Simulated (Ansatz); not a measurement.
## Which isomer of AlH2O gives these data?

These gas-phase data were calculated for one isomer of AlH2O at PBE0-D4/def2-TZVP (harmonic, unscaled wavenumbers; equilibrium rotational constants with average atomic masses):

| Quantity | Value |
| --- | --- |
| rotational constants | 200.2, 15.03, 13.98 GHz |
| all wavenumbers above 1500 cm⁻¹ | 3934, 1778 |
| dipole moment | 0.83 D (PBE0/def2-TZVPD) |

Candidates:

(1) `[OH][AlH]`, a doublet
(2) `[O][AlH2]`, a doublet

Question: Which candidate do the data belong to?

Answer: Candidate (1). The band at 3934 cm⁻¹ lies where the O–H stretch is expected; (2) has no mode between 3300 and 4000 cm⁻¹.

The same quantities for all candidates:

```
     rotational constants (GHz)  wavenumbers above 1500 cm⁻¹  dipole (D)  E above the lowest, PBE0-D4/def2-TZVP (kcal/mol)
(1)         200.2, 15.03, 13.98                   3934, 1778        0.83                                               0.0
(2)          124.2, 15.14, 13.5                   1962, 1948        1.80                                              36.8
```

Harmonic stretches to hydrogen usually lie a few per cent above observed fundamentals. Each candidate is one conformer. Open shells are spin-unrestricted. Programs: Ansatz 0.2.0.
